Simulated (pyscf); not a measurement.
HO–GeH(F)–F -> F–Ge:–F [singlet] + water (H₂O), a 1,1-elimination (singlet surface; Ge–O, Ge–H broken, H–O formed). Structures and frequencies: ωB97X-D3(BJ)/def2-SVP in PySCF. Correlated levels are frozen-core, on RHF or UHF. ΔMP2 is the change of the MP2 total energy from the triple- to the quadruple-zeta basis. Energies in kJ/mol from the reactant's lowest minimum found.

Small-basis levels: PySCF, no dispersion term, spherical d functions. 

Question: Quick BP86/6-31G*+LANL2DZ single points give ΔE‡ = 219.1 kJ/mol and ΔE = +99.8 kJ/mol. What does CCSD(T)/def2-TZVPP + ΔMP2(QZVPP) give, and how far is the quick result from it?

Answer: CCSD(T)/def2-TZVPP + ΔMP2(QZVPP) gives ΔE‡ = 255.4 kJ/mol and ΔE = +84.6 kJ/mol. BP86/6-31G*+LANL2DZ lies 36.3 kJ/mol under it in the barrier and 15.2 kJ/mol over it in the reaction energy, so on this step it does not hold to within 12.6 kJ/mol. CCSD(T)/def2-TZVPP + ΔMP2(QZVPP) has limits of its own. On the product side the descent ends in an adduct with a Ge–O contact (not fully relaxed), 66.8 kJ/mol under the separated species and 233.2 kJ/mol under the saddle at ωB97X-D3(BJ)/def2-TZVP. What is counted as broken (Ge–O) persists as a longer contact in the product adduct; parting that adduct is a step of its own. This is the saddle that the search found; another between the same sides may lie lower. The CCSD(T) − MP2 part came from Ansatz, without density fitting, on the same reference. The frozen core leaves the outer d or s,p core shells of the metals and heavy elements correlated in the MP2 and CC values, and def2-TZVPP describes them poorly, which can shift differences by a few kcal/mol. In the def2 sets elements up to Kr have no core potential.
